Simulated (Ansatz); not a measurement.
**What a trial cell of LiBe relaxes into**

Theory: Ansatz 0.2.0, DFT PBE, scalar-relativistic, plane waves, PAW. Cutoff 420 eV, Γ-centred k mesh, Gaussian smearing, no spin polarisation in the final step.

LiBe was placed on the wurtzite structure type (P6_3mc, No. 186), with Li in place of Zn, Be in place of O, at a guessed volume.

```
CELL_PARAMETERS angstrom
3.25913 0.00000 0.00000
-1.62956 2.82249 0.00000
0.00000 0.00000 5.21938
ATOMIC_POSITIONS crystal
Li 0.33333 0.66667 0.00000
Li 0.66667 0.33333 0.50000
Be 0.33333 0.66667 0.38210
Be 0.66667 0.33333 0.88210
```

Steps on the 6×6×4 mesh (4 atoms). 12 of 12 steps are shown, and the free energy counts from the last. Trial steps that were taken back and renewals of the plane-wave basis can be among the rows.

```tsv
step	ΔF (meV/atom)	V (Å³/atom)	P (GPa)	largest force component (eV/Å)
1	626.8	12.00	18.93	0.103
2	466.0	13.56	12.10	0.224
3	347.5	14.91	7.48	0.338
4	238.0	16.02	4.20	0.443
5	119.2	16.82	1.84	0.461
6	24.0	17.06	0.42	0.108
7	10.9	16.55	1.34	0.040
8	7.5	17.72	-0.36	0.009
9	6.7	17.39	0.00	0.002
10	0.5	17.39	0.35	0.002
11	0.0	17.67	0.05	0.002
12	0.0	17.67	0.05	0.002
```

A final relaxation ran on a 12×12×10 mesh. The relaxed crystal, P6_3/mmc (No. 194):

```cif
data_structure
_symmetry_space_group_name_H-M 'P6_3/mmc'
_symmetry_Int_Tables_number 194
_cell_length_a 4.1662
_cell_length_b 4.1662
_cell_length_c 4.7375
_cell_angle_alpha 90.000
_cell_angle_beta 90.000
_cell_angle_gamma 120.000
_cell_volume 71.21
loop_
_atom_site_label
_atom_site_type_symbol
_atom_site_symmetry_multiplicity
_atom_site_Wyckoff_symbol
_atom_site_fract_x
_atom_site_fract_y
_atom_site_fract_z
_atom_site_occupancy
Li1 Li 2 d 0.33333 0.66667 0.75000 1
Be1 Be 2 c 0.33333 0.66667 0.25000 1
```

* Volume per atom: 17.80 Å³
* Density: 0.74 g/cm³
* Energy over the elements: 1.12 eV/atom
* Gap on the 12×12×10 mesh: 0 eV (a metal)

Formation energies are uncorrected and refer to the elements' standard structures at the same level.

The final run used a 12×12×10 mesh on its 4-atom cell and 0.10 eV smearing. The k mesh leaves about 4 meV/atom of noise in metals.

Symmetry constrained the relaxation, so the result can be a saddle point.

Cost: 3 runs of about 0.58 core-minutes in all, on Arm Neoverse V1 (shared hosts).